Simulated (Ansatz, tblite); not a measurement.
# SnCl2: one state, many levels

One table from this session's results is given with a row withheld; the runs are named, their logs left out.

The runs use Ansatz 0.2.0, Gaussian basis; as each input shows.

The runs, in order: GFN1-xTB, GFN2-xTB, PBE-D4/def2-TZVP, r2SCAN-D4/def2-TZVP, LC-ωPBE/def2-TZVP, HF/def2-TZVP, BHLYP-D4/def2-TZVP, ωB97X-V/def2-TZVP, revPBE-D4/def2-TZVP, BLYP-D4/def2-TZVP, B97M-V/def2-TZVP, PBE-D4/def2-SVP, PBE0-D4/def2-SVP, PBE0-D4/def2-TZVPD, PBE-D4/def2-TZVPD, r2SCAN-D4/def2-TZVPD, CCSD(T)/def2-TZVPP, MP2/def2-TZVP, RPA/def2-TZVP, CCSD(T)/def2-TZVPD.

## The structure

The geometry is that of the singlet, from an earlier relaxation (PBE-D4/def2-TZVP).

3 atoms, charge 0, spin multiplicity 1.

Bond lengths: Sn1–Cl2 2.389 Å, Sn1–Cl3 2.389 Å. Angles: Cl2–Sn1–Cl3 99.1°.

Sn takes a core potential in the def2 sets. No spin-orbit coupling is included.

PBE0-D4/def2-TZVP was run before; its log isn't repeated, and its numbers join the tables.

Set-up of the first run:

Tight binding, by tblite at 300 K electronic temperature and without a spin-polarisation term:

```python
tblite.interface.Calculator('GFN1-xTB', numbers, positions, charge=0, uhf=0).singlepoint()
```

Tight binding, by tblite at 300 K electronic temperature and without a spin-polarisation term:

```python
tblite.interface.Calculator('GFN2-xTB', numbers, positions, charge=0, uhf=0).singlepoint()
```

start.molden holds the orbitals of an earlier run on this state, given as this run's starting guess.

in.yaml reads:

```yaml
crystal:
  periodic: [false, false, false]
  atoms:
    - {symbol: Sn, position_ang: [0.005081, -0.007227, -1.033125]}
    - {symbol: Cl, position_ang: [1.815027, -0.019018, 0.525670]}
    - {symbol: Cl, position_ang: [-1.820108, 0.026245, 0.507455]}
basis:
  gaussian: {orbitals: def2-TZVP, initial_orbitals: start.molden}
hamiltonian: {xc: pbe, dispersion: d4}
scf: {omitted_lower_state_checks: [starts]}
output: {orbitals: {seedname: orbitals}}
```

Run with:

```bash
$ ansatz run in.yaml --threads 4 --pin off --events-out ev --progress --plain --max-ram 3916MiB
```

Steps of the session up to this table: PBE-D4/def2-TZVP; r2SCAN-D4/def2-TZVP; LC-ωPBE/def2-TZVP; HF/def2-TZVP; BHLYP-D4/def2-TZVP; ωB97X-V/def2-TZVP; revPBE-D4/def2-TZVP; BLYP-D4/def2-TZVP; B97M-V/def2-TZVP; PBE-D4/def2-SVP; PBE0-D4/def2-SVP; PBE0-D4/def2-TZVPD; PBE-D4/def2-TZVPD; r2SCAN-D4/def2-TZVPD; CCSD(T)/def2-TZVPP; MP2/def2-TZVP; RPA/def2-TZVP; CCSD(T)/def2-TZVPD.

One table of the session follows, with a row left open; its other results are not shown here.

| level | HOMO (eV) | LUMO (eV) | gap (eV) |
| --- | --- | --- | --- |
| HF/def2-TZVP | -10.34 | -0.50 | 9.85 |
| PBE-D4/def2-SVP | -6.75 | -3.66 | 3.10 |
| PBE-D4/def2-TZVP | -6.99 | -3.83 | 3.16 |
| PBE-D4/def2-TZVPD | -7.06 | -3.89 | 3.16 |
| revPBE-D4/def2-TZVP | -6.92 | -3.73 | 3.19 |
| BLYP-D4/def2-TZVP | -6.84 | -3.75 | 3.09 |
| r2SCAN-D4/def2-TZVP | -7.30 | -3.80 | 3.50 |
| r2SCAN-D4/def2-TZVPD | -7.34 | -3.83 | 3.51 |
| B97M-V/def2-TZVP | ? | ? | ? |
| PBE0-D4/def2-SVP | -7.88 | -3.06 | 4.82 |
| PBE0-D4/def2-TZVP | -8.07 | -3.19 | 4.89 |
| PBE0-D4/def2-TZVPD | -8.12 | -3.23 | 4.89 |
| BHLYP-D4/def2-TZVP | -9.02 | -2.49 | 6.53 |
| LC-ωPBE/def2-TZVP | -10.51 | -1.22 | 9.30 |
| ωB97X-V/def2-TZVP | -10.21 | -1.30 | 8.91 |

Estimate the missing values for B97M-V/def2-TZVP.

The run gave: HOMO (eV): -7.19; LUMO (eV): -3.80; gap (eV): 3.40. In the column «HOMO (eV)» it lies between r2SCAN-D4/def2-TZVP (-7.30) and PBE-D4/def2-TZVPD (-7.06).
